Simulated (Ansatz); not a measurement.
Born–Oppenheimer molecular dynamics of H₃NOSi (6 atoms, charge 0, multiplicity 1). It starts from a relaxed structure.

Method: RKS LDA/def2-SVP (Ansatz 0.2.0).

* ensemble: NVE (velocity Verlet)
* time step: 0.5 fs
* steps asked: 500
* starting velocities drawn for: 500 K
* seed: 565474

First frame:

```xyz
6
Properties=species:S:1:pos:R:3
N -0.764 0.105 -0.501
Si 0.664 -0.858 -0.640
O 1.511 -0.399 0.727
H -1.501 0.046 -1.212
H -1.007 0.778 0.239
H 1.138 0.263 1.341
```

Problem. How far do the bonds stretch over the last three quarters of this one trajectory? (Pairs bonded in most of those frames.)

Solution. 
```json
{"bond": "N1–Si2", "mean (Å)": "1.730", "spread (Å)": "0.018", "shortest": "1.70", "longest": "1.77"}
{"bond": "N1–H4", "mean (Å)": "1.028", "spread (Å)": "0.008", "shortest": "1.01", "longest": "1.04"}
{"bond": "N1–H5", "mean (Å)": "1.031", "spread (Å)": "0.008", "shortest": "1.01", "longest": "1.05"}
{"bond": "Si2–O3", "mean (Å)": "1.674", "spread (Å)": "0.020", "shortest": "1.63", "longest": "1.71"}
{"bond": "O3–H6", "mean (Å)": "0.982", "spread (Å)": "0.030", "shortest": "0.93", "longest": "1.03"}
```

Mean temperature of the second half: 253 K. The conserved energy stayed within 0.31 meV per atom of its start (net change 0.28 meV per atom), so the integration is sound. Over the second half the temperature averaged 0.51 of the 500 K drawn at the start: a run that starts near a minimum puts about half its kinetic energy into the potential. A run of 0.25 ps of so small a system gives no equilibrium averages.

The run took 5.3 min on 1 thread of Arm Neoverse V2, on a shared host, peak memory 0.096 GiB.
